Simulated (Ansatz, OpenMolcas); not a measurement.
**NF3 (nitrogen trifluoride): the vertical ionisation energy from total energies**

The species is NF3 (4 atoms), meant as a singlet with charge 0. SMILES: `FN(F)F`. The shape is that of a GFN2-xTB optimisation.

```xyz
4

F     0.6230   -0.0006    1.0705
N     0.3413   -0.0716   -0.2570
F    -0.6358   -1.0143   -0.3181
F    -0.3285    1.0865   -0.4953
```

Both states at this one shape; open shells run unrestricted unless said. 1 Eh = 27.2114 eV.

| level | program | singlet NF3 (Eh) | doublet [NF3]+ (Eh) |
| --- | --- | --- | --- |
| M06-2X/STO-3G | OpenMolcas | -349.102965 | -348.750053 |
| r2SCAN0/STO-3G | Ansatz | -348.983305 | -348.637331 |
| B2PLYP/STO-3G, 4 core orbitals frozen | Ansatz | -348.689893 | -348.361843 |
| BCCD(T)/STO-3G, 4 core orbitals frozen | Ansatz | -347.893439 | -347.587502 |

Q: Work out the vertical ionisation energy at each level.

A: 
1. M06-2X/STO-3G: -348.750053 − (-349.102965) = 0.352912 Eh = 9.60 eV.
2. r2SCAN0/STO-3G: -348.637331 − (-348.983305) = 0.345974 Eh = 9.41 eV.
3. B2PLYP/STO-3G: -348.361843 − (-348.689893) = 0.328050 Eh = 8.93 eV.
4. BCCD(T)/STO-3G: -347.587502 − (-347.893439) = 0.305937 Eh = 8.32 eV.

No measured value is set beside it here; the levels span 8.32 to 9.60 eV. Minimal sets are far from the basis-set limit.
